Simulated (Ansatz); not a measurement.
# Li6ZnCl8: short dynamics, then relaxation

A packing of 15 atoms, thrown in at random and pushed apart as soft spheres with like charges further apart (8 Cl, 6 Li, 1 Zn) went through Langevin stages in a fixed cell of 21.60 Å³/atom, at one k point, without spin and with a Fermi–Dirac width of kT (0.05 eV at least). All numbers below come from DFT PBE, scalar-relativistic, plane waves, PAW (Ansatz 0.2.0).

```tsv
thermostat (K)	duration (fs)	friction (1/fs)	cutoff (eV)	mean T (K)	mean P (GPa)	mean square displacement (Å²)
1600	36	0.030	320	1921	5.2	0.19
1600	375	0.030	420	1711	4.4	2.11
1150	375	0.030	420	1072	3.8	0.77
640	375	0.030	420	625	3.2	0.65
300	375	0.030	420	245	1.6	0.36
```

Means run over the second half of a stage; pressure includes the kinetic part; displacements count from the stage's start, the atoms' common shift taken off. In so short a run the atoms moved about a bond length or less in the hot stages, so this is an annealed packing, not a quenched equilibrium liquid.

Cell and atoms were then relaxed on coarser meshes and computed once more: Plane waves to 420 eV, a k mesh through Γ of 3×3×3 on the computed 15-atom cell and Gaussian smearing (0.02 eV); no spin polarisation.

Q: What structure is left?

A: One draw of many: 22.95 Å³/atom with a gap on the mesh of 4.69 eV, 1.70 eV/atom below the elements' standard states (static lattices, no corrections for gases) (a random packing after short dynamics, relaxed).

Counting as bonded all pairs within 1.2 times the summed covalent radii, but none from a metal cation to another cation:

| atom → neighbour | mean count | mean length (Å) | spread (Å) |
| --- | --- | --- | --- |
| Cl → Li | 3.00 | 2.42 | 0.08 |
| Cl → Zn | 0.50 | 2.30 | 0.03 |
| Li → Cl | 4.00 | 2.42 | 0.08 |
| Zn → Cl | 4.00 | 2.30 | 0.03 |

Angles between all pairs of such bonds at an atom (mean ± spread): 111 ± 20° at Cl, 109 ± 12° at Li, 110 ± 8° at Zn.

```yaml
crystal:
  lattice:
    - [7.00092, -0.01750, 0.32368]
    - [-0.01492, 6.72240, -0.03441]
    - [0.31412, -0.03886, 7.32817]
  atoms:
    - { symbol: Zn, position: [0.00603, 0.60487, 0.01264] }
    - { symbol: Cl, position: [0.07385, 0.10257, 0.50701] }
    - { symbol: Cl, position: [0.81717, 0.45619, 0.81117] }
    - { symbol: Cl, position: [0.04243, 0.94243, 0.98234] }
    - { symbol: Cl, position: [0.30419, 0.59218, 0.45326] }
    - { symbol: Cl, position: [0.55584, 0.99649, 0.67355] }
    - { symbol: Cl, position: [0.58020, 0.08841, 0.19950] }
    - { symbol: Cl, position: [0.81526, 0.59212, 0.29242] }
    - { symbol: Cl, position: [0.28769, 0.43763, 0.97091] }
    - { symbol: Li, position: [0.78963, 0.95564, 0.40999] }
    - { symbol: Li, position: [0.25912, 0.13695, 0.78458] }
    - { symbol: Li, position: [0.00791, 0.44707, 0.51502] }
    - { symbol: Li, position: [0.75093, 0.10464, 0.90026] }
    - { symbol: Li, position: [0.48836, 0.42759, 0.22735] }
    - { symbol: Li, position: [0.35676, 0.92770, 0.41784] }
```

An odd mesh misses points on the zone edge, so a gap read on it can be too wide.

Cost: 6 runs of about 19 core-minutes in all (earlier runs that led there not counted), on Arm Neoverse V1 (shared hosts).